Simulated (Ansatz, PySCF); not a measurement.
Species: CHN, charge 0, multiplicity 1. SMILES: [C-]#[NH+]
Structure (B3LYP-D3(BJ)/def2-TZVP (Ansatz, a program for electronic structure) minimum search):
```xyz
3

C      0.0000     0.0000    -0.7364
N      0.0000     0.0000     0.4276
H      0.0000     0.0000     1.4250
```
Charge 0, spin multiplicity 1.

B3LYP/6-31G* beside other levels, property by property. Conventions: open shells spin-unrestricted; spin-orbit terms left out; no dispersion term unless named; valence correlation only; non-relativistic; 6-31G* and kin with 6d, 5d where marked; atomisation electronic, to ground-state atoms. CBS(X,Y): correlation extrapolated as X^-3; Hartree-Fock from the larger set (for Q and 5 zeta extrapolated as (X+1)exp(-9√X)). Ab initio and DFT rows: single points at B3LYP-D3(BJ) geometries (Ansatz), with unscaled harmonic terms from B3LYP/6-31G* at its own minima, enthalpies of formation by atomisation with measured atoms.

Measured values: Active Thermochemical Tables 1.112 (ions: stationary electron), as tabulated in the package chemicals; NIST CCCBDB, as tabulated in the package chemicals; they hold spin-orbit and core effects, anharmonicity. Coupled cluster (Ansatz) is a level with limits of its own, used here on species with T1 under 0.025 (0.045 for open shells) and stable references: CCSD(T)/CBS(cc-pVQZ,cc-pV5Z).

| property | B3LYP/6-31G* (Ansatz) | PBE/6-31G* (Ansatz) | BP86/def2-SVP (PySCF) | M06-2X/6-31G* (5d) (PySCF) | to compare with |
|---|---|---|---|---|---|
| size of the dipole moment (D) | 2.97 | 3.02 | 3.19 | 2.95 | 3.05 measured |
| enthalpy of formation at 298 K (kcal/mol) | 52.4 | 39.6 | 31.1 | 51.2 | 45.9 measured |
| atomisation energy (kcal/mol) | 291.6 | 304.4 | 313.0 | 292.8 | 296.5 coupled cluster |

As the rows show:
- size of the dipole moment: B3LYP/6-31G* lies 0.08 D below the measured value.
- enthalpy of formation at 298 K: B3LYP/6-31G* lies 6.5 kcal/mol above the measured value.
- atomisation energy: B3LYP/6-31G* lies 4.9 kcal/mol below coupled cluster.

The properties are those with a value to compare with, at most eight drawn at random. No case is left out for the size of its miss. Left out are saddle points of the reference geometry, anions that the best level run finds unbound, excited spin states, species near biochemistry, cases with under five habitual levels, runs that failed or whose electronic state is in doubt, and table entries that another table contradicts.
